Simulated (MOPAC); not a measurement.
MOPAC input (PM3):

```
PM3 FORCE THERMO(298,298) PRECISE LET CHARGE=-1 GEO-OK AUX(PRECISION=9) THREADS=1
C2H2Cl

C    -0.11995679 1    0.93518700 1   -0.00030438 1
C     1.20243912 1    1.08848529 1    0.02247347 1
Cl   -0.58505646 1   -0.83541631 1   -0.01150233 1
H     1.95070370 1    0.30316093 1    0.03374324 1
H     1.61573209 1    2.09020925 1    0.03136291 1
```

### Question
Which zero-point energy does it print?

### Answer
17.98 kcal/mol, from the harmonic wavenumbers of PM3.
